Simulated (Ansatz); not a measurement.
Q: Name a neutral molecule of C, N, O and H with zero-point energy (PBE0-D4/def2-TZVP) between 248 and 264 kJ/mol and size of the dipole moment (PBE/def2-TZVPP) between 1.35 and 1.65 D (Ansatz, PBE0-D4/def2-TZVP geometry).

A: `CC(N)O` (256.5 kJ/mol, 1.48 D); `CNCO` (257.7 kJ/mol, 1.55 D). Other molecules can fit too; these were computed, each in one conformer that needn't be the lowest.
